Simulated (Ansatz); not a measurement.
# SiH− (singlet): from Hartree-Fock to the top rungs at distance Si1–H2 = 4.172 Å, aug-cc-pVDZ

How much of the correlation energy of SiH− (singlet) does each wave-function method recover here?

The runs use Ansatz 0.2.0, Gaussian basis; aug-cc-pVDZ, core rule «outside noble gas», up to 5 orbitals frozen.

To be run: UHF; CCSD(T) on RHF; CCSD(T) on UHF; BCCD(T) on RHF; CISD; CCSDT(Q) on RHF; CCSDT(Q) on UHF; CASSCF and MRCISD+Q, 2 electrons in 2 orbitals; CASSCF and NEVPT2, 2 electrons in 2 orbitals; Full CI.

27 further runs of the same task are left out: 8 for a known fault of the program, 13 that didn't finish, 6 set aside as unsound or not needed. Runs told in other sessions of the task aren't counted.

## 1. The geometry

The geometry derives from a PBE0/def2-TZVPD stationary point (not a proven minimum). One bond is set to the value named and the two fragments are kept rigid.

2 atoms, charge -1, spin multiplicity 1.

Atoms are counted from 1 here; the program's logs count them from 0.

No contacts short enough for the rule that draws bonds.

## 2. UHF

The input, in.yaml:

```yaml
crystal:
  periodic: [false, false, false]
  atoms:
    - {symbol: Si, position_ang: [0.000000, 0.000000, 0.000000]}
    - {symbol: H, position_ang: [0.000000, 0.000000, 4.172000]}
basis:
  gaussian: {orbitals: aug-cc-pVDZ}
total_charge: -1
magnetization: {spin_polarized: true, initial_magnetization: 0}
hamiltonian: {xc: hf}
output: {orbitals: {seedname: orbitals}}
```

Launch:

```sh
ansatz run in.yaml --threads 1 --pin off --events-out ev --progress --plain --max-ram 2393MiB
```

After this run come: CCSD(T) on RHF; CCSD(T) on UHF; BCCD(T) on RHF; CISD; CCSDT(Q) on RHF; CCSDT(Q) on UHF; CASSCF and MRCISD+Q, 2 electrons in 2 orbitals; CASSCF and NEVPT2, 2 electrons in 2 orbitals; Full CI.

**Question.** What will the summary of the whole plan be? Wanted: FCI from the RHF energy; RMP2 from FCI; RCCSD from FCI; RCCSD(T) from FCI; RCCSDT(Q) from FCI; T1 diagnostic; effectively unpaired electrons.

**Answer**, as computed:

| quantity | value |
| --- | --- |
| FCI from the RHF energy | -4.0135 eV |
| RMP2 from FCI | +1656.2 meV |
| RCCSD from FCI | +462.6 meV |
| RCCSD(T) from FCI | +221.2 meV |
| RCCSDT(Q) from FCI | -59.6 meV |
| levels within 1 kcal/mol (43 meV) | none |
| T1 diagnostic | 0.108 |
| effectively unpaired electrons | 2.82 |

RCCSD(T) misses by +221.2 meV, 5.5 % of the correlation energy. RCCSDT(Q) falls below full CI, which methods that aren't variational can do. With 2.8 effectively unpaired electrons against 0 the state is strongly multireference. Coupled cluster took another determinant than the lowest Hartree-Fock one. These misses are within one basis, not against nature.

The restricted and unrestricted ladders end 1.04 eV apart at CCSDT(Q), which points to two states or an unsound top rung; rows of one don't measure the error of the other.
